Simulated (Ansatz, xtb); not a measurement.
## C4H10N2: 7 structures ranked

7 gas-phase structures of C4H10N2, from a drawn sample of its isomers (lower ones may exist). Each was relaxed with GFN2-xTB; where two conformers were screened, the lower at r2SCAN-D4/def2-SVP is listed:

A. `CC/C=N\NC`, a singlet
B. `[H]/N=C(/C)CNC`, a singlet
C. `C[C@@H]1CCNN1`, a singlet
D. `CNN=C(C)C`, a singlet
E. `C/N=C\[C@H](C)N`, a singlet
F. `[H]/N=C(\C)CNC`, a singlet
G. `[H]/N=C\C[C@H](C)N`, a singlet

Problem. Which do you expect lowest at r2SCAN-D4/def2-SVP, and how would the others follow?

Solution. Calculated order at r2SCAN-D4/def2-SVP: B (0.0), F (0.5), G (2.1), E (25.4), C (35.4), D (38.8), A (62.7) kJ/mol. Less than 1 kcal/mol parts B and F; F and G; C and D, so the order within those pairs means little.

Energies above the lowest of each column, in kJ/mol; the last columns are at PBE-D3(BJ)/def2-SVP geometries and were run for some of them only (a dash: not run or not comparable):

```
structure  GFN2-xTB  HF/STO-3G  r2SCAN-D4/def2-SVP  PBE-D3(BJ)/def2-SVP  CCSD(T)/def2-SVP + ΔMP2/def2-TZVPP
        B      25.9      112.6                 0.0                  0.0                                 0.0
        F      22.0      114.8                 0.5                    –                                   –
        G      43.3      127.3                 2.1                    –                                   –
        E      34.4      138.0                25.4                 24.9                                20.2
        C       0.0        0.0                35.4                 37.1                                   –
        D      22.7      134.7                38.8                 31.8                                59.7
        A      43.5      158.2                62.7                    –                                   –
```

CCSD(T)/def2-SVP + ΔMP2/def2-TZVPP puts B lowest of those it was run on; GFN2-xTB picks C, HF/STO-3G picks C. Some further structures that were screened fall inside this span and aren't listed. Flexible structures stand in one conformer each, not always the lowest. Frequencies (GFN2-xTB) were run for B, D, E alone. The ΔMP2 step shifts differences by up to 13.8 kJ/mol, which makes them less sure. ΔMP2 is the change of the MP2 energy from the smaller to the larger basis.

Over these structures GFN2-xTB departs from r2SCAN-D4/def2-SVP by 23.5 kJ/mol on average once a common shift is removed. A GFN2-xTB relaxation took about 0.086 s and the r2SCAN-D4/def2-SVP energy about 1.6 s on a shared host (Ansatz 0.2.0, xtb 6.7.1).
